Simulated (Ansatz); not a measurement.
## Hf (Im-3m)

Level of theory: Ansatz, DFT r2SCAN, scalar-relativistic, plane waves, PAW.

Plane waves to 500 eV, a k mesh through Γ of 16×16×16 on the computed 1-atom cell and Gaussian smearing (0.10 eV); no spin polarisation.

The structure is relaxed at this level of theory with its symmetry kept. This bcc form isn't the element's structure at ambient conditions.

```cif
data_structure
_symmetry_space_group_name_H-M 'P 1'
_symmetry_Int_Tables_number 1
_cell_length_a 3.0640
_cell_length_b 3.0640
_cell_length_c 3.0640
_cell_angle_alpha 109.471
_cell_angle_beta 109.471
_cell_angle_gamma 109.471
_cell_volume 22.14
loop_
_atom_site_label
_atom_site_type_symbol
_atom_site_fract_x
_atom_site_fract_y
_atom_site_fract_z
_atom_site_occupancy
Hf1 Hf 0.00000 0.00000 0.00000 1
```

| Property | Result |
| --- | --- |
| Space group | Im-3m (No. 229) |
| Volume per atom | 22.14 Å³ |
| Formation energy from the elements' standard states (uncorrected) | +0.207 eV/atom |
| Generalised Kohn–Sham band gap | none (metal) |
| Density of states at the Fermi level | 1.69 states/eV per cell |
| Löwdin character within 0.5 eV of the Fermi level | Hf 5d 86 %, unprojected 7 % |
| Bulk modulus | 100 GPa |
| Its pressure derivative | 3.6 |
| Bader charges (e) | Hf (1 in the cell) 0.00 |

Spin-orbit coupling is left out, which matters for the bands of heavy elements.

Cost: 9 runs of about 1.6 core-minutes in all, on Arm Neoverse V2 (shared hosts).